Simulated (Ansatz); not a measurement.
Results of the Gaussian-basis code of Ansatz.

Basis-set series for C$_{2}$H$_{7}$NS, SMILES `CC(N)S`. The species carries charge 0 and has multiplicity 1. The structure was optimised at the PBE0-D4/def2-TZVP level. It is one conformer, not always the lowest.

```json
{"functional": "PBE0-D4", "basis": "def2-TZVPP", "functions": "233", "energy (Eh)": "-533.13572", "HOMO (eV)": "-6.70", "LUMO (eV)": "0.47"}
{"functional": "PBE0-D4", "basis": "def2-QZVPP", "functions": "451", "energy (Eh)": "-533.15624", "HOMO (eV)": "-6.75", "LUMO (eV)": "0.22"}
{"functional": "ωB97M-V", "basis": "def2-TZVPP", "functions": "233", "energy (Eh)": "-533.33651", "HOMO (eV)": "-8.96", "LUMO (eV)": "2.11"}
{"functional": "ωB97M-V", "basis": "def2-QZVPP", "functions": "451", "energy (Eh)": "-533.35644", "HOMO (eV)": "-9.02", "LUMO (eV)": "1.59"}
```

Task: Give the rows for def2-SVP. (An estimate is asked.)

Result: The calculation gave: 
| functional | basis | functions | energy (Eh) | HOMO (eV) | LUMO (eV) |
| --- | --- | --- | --- | --- | --- |
| PBE0-D4 | def2-SVP | 95 | -532.84232 | -6.49 | 1.00 |
| ωB97M-V | def2-SVP | 95 | -533.03549 | -8.74 | 2.86 |

Positive LUMOs are unbound and depend on the basis.
